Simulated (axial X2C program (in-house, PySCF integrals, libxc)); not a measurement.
## Testing model relations on MgAl

A bond curve at the PBE0 level, with spin–orbit coupling, was computed with an in-house all-electron X2C program for linear molecules (integrals from PySCF) (basis Al dyall-v3z [8s8p2d1f], Mg dyall-cv3z [9s8p6d3f] (cores contracted in-house)) for the state Ω = 1/2 (⟨Sz⟩ = -0.50, ⟨Lz⟩ = 1.00 at PBE0). Its fit gives Re = 2.8859 Å, ωe = 204.8 cm⁻¹, ωexe = 2.39 cm⁻¹ and αe = 1.973e-03 cm⁻¹; the masses are 26.9815 and 23.9850 u. Two-component means X2C with spin–orbit coupling and atomic mean-field Coulomb and Gaunt terms.

Find the reduced mass, Be and the force constant.

From the PBE0 values: μ = 12.6976 u. Be = 16.8576/(μ Re²) = 0.1594 cm⁻¹. k = 5.8918×10⁻⁷ μ ωe² = 0.314 mdyn/Å.

A Morse curve ties αe to the other constants (Pekeris). How well does that hold?

αe(Morse) = 6Be²/ωe × (√(ωexe/Be) − 1) = 2.138e-03 cm⁻¹; the PBE0 curve gives 1.973e-03 cm⁻¹, a ratio of 1.08.

The dipole moment p changes by 0.20 D/Å at Re. What harmonic infrared intensity follows?

I = 42.256 × (dp/dR)²/μ = 0.13 km/mol.

Estimate De from a Morse curve and compare with the computed well depth of 0.434 eV to Al + Mg.

De(Morse) = ωe²/(4ωexe) = 0.544 eV against 0.434 eV computed, a ratio of 1.25. The extrapolation overshoots: the well softens faster than a Morse curve, or the lowest atomic limit lies below the one to which the curve heads.

Estimate the centrifugal constant by the Kratzer relation.

D = 4Be³/ωe² = 3.86e-07 cm⁻¹.

Occupations by symmetry block were frozen at the best pattern of an incomplete PBE0 search. Dissociation energies refer to the lowest single-determinant-based atoms at the same level and basis. Density functionals use the spin component along the axis (collinear). In 2c an atomic determinant is not the ground J level, so De misses part of the atomic spin–orbit lowering. This holds for PBE0. Other states lie close and PBE0, whose exact exchange favours high spin, may order them wrongly; the determinant shown need not be the ground state. The nearest other 2c determinant of the search, Ω = 3/2, lies 0.01 eV up at the distance of the search. The functionals have no current-density term, which raises determinants with orbital currents, atoms included. The atomic limit has a lower orbital projection than the molecule and lies lower at mean-field level, so De may be about a tenth of an eV too small. The levels of this run spread widely (ωe from 169 to 226 cm⁻¹), so these constants depend on the method.
